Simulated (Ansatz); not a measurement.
Reaction: C4H4 (but-1-en-3-yne, SMILES C(C#C)=C) → C2H (SMILES [C]#C, doublet) + C2H3 (SMILES [CH]=C, doublet) (the C-C bond breaks)
Each species at its own B3LYP-D3(BJ)/def2-TZVP minimum (Ansatz, a program for electronic structure).

Total energies in hartree (Ansatz). Open shells are spin-unrestricted; no spin-orbit coupling. Correlated methods leave the cores frozen. No relativity. The restricted determinant of C4H4 (C#CC=C, singlet) is unstable towards broken spin symmetry in at least one set run. The UHF reference of C2H ([C]#C, doublet) is spin-contaminated (<S^2> up to 0.36 over the pure value in the sets run). The UHF reference of C2H3 ([CH]=C, doublet) is spin-contaminated (<S^2> up to 0.19 over the pure value in the sets run).

| species | HF/cc-pVTZ | CCSD(T)/cc-pVTZ | HF/cc-pVQZ | CCSD(T)/cc-pVQZ | CCSD(T)/cc-pVDZ | CCSDT(Q)/cc-pVDZ |
|---|---|---|---|---|---|---|
| 1: C4H4 (but-1-en-3-yne, SMILES C#CC=C) | -153.76425 | -154.44389 | -153.77400 | -154.48744 | -154.29023 | -154.29287 |
| 2: C2H (SMILES [C]#C, doublet) | -76.17745 | -76.46716 | -76.18236 | -76.48720 | -76.39801 | -76.40053 |
| 3: C2H3 (SMILES [CH]=C, doublet) | -77.41972 | -77.75200 | -77.42479 | -77.77372 | -77.67385 | -77.67568 |

Q: Work out the bond dissociation energy (electronic) in kcal/mol: take Hartree-Fock from cc-pVQZ, extrapolate the CCSD(T) correlation energy as X^-3 (X = 3, 4), and add CCSDT(Q) - CCSD(T) in cc-pVDZ. 1 hartree = 627.51 kcal/mol.

A: 
Species 1: correlation (64·(-0.71344) - 27·(-0.67964))/37 = -0.73810; step -0.00264; E1 = -153.77400 + (-0.73810) + (-0.00264) = -154.51474
Species 2: correlation (64·(-0.30484) - 27·(-0.28971))/37 = -0.31588; step -0.00252; E2 = -76.18236 + (-0.31588) + (-0.00252) = -76.50076
Species 3: correlation (64·(-0.34893) - 27·(-0.33228))/37 = -0.36108; step -0.00183; E3 = -77.42479 + (-0.36108) + (-0.00183) = -77.78770
-1·E1 +1·E2 +1·E3 = 0.22628 hartree = 142.0 kcal/mol.
